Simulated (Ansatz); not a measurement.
## Ansatz (development build ahead of 0.2.0) run

```yaml
crystal:
  periodic: [false, false, false]
  atoms:
    - { symbol: C, position_ang: [0.0, 0.0, 0.0] }
    - { symbol: C, position_ang: [0.0, 0.0, 1.335] }
    - { symbol: C, position_ang: [0.0, 1.23619, -0.84961] }
    - { symbol: H, position_ang: [0.0, -0.96464, -0.50752] }
    - { symbol: H, position_ang: [0.0, -0.93431, 1.89639] }
    - { symbol: H, position_ang: [0.0, 0.93431, 1.89639] }
    - { symbol: H, position_ang: [0.0, 2.11802, -0.20892] }
    - { symbol: H, position_ang: [0.88982, 1.24506, -1.47908] }
    - { symbol: H, position_ang: [-0.88982, 1.24506, -1.47908] }
basis:
  gaussian: { orbitals: def2-SVP }
hamiltonian:
  xc: hf
correlation:
  method: mp2
  frozen_orbitals: { C: 1, H: 0 }
```

The input is written out in the form of the current development build from the run's settings.

The run gave:

| Property | Result |
| --- | --- |
| Converged | yes |
| Reference energy | -116.98924 hartree |
| Correlation energy | -0.41730 hartree |
| Total energy | -117.40654 hartree |
| Spin squared of the determinant | 0.000 |
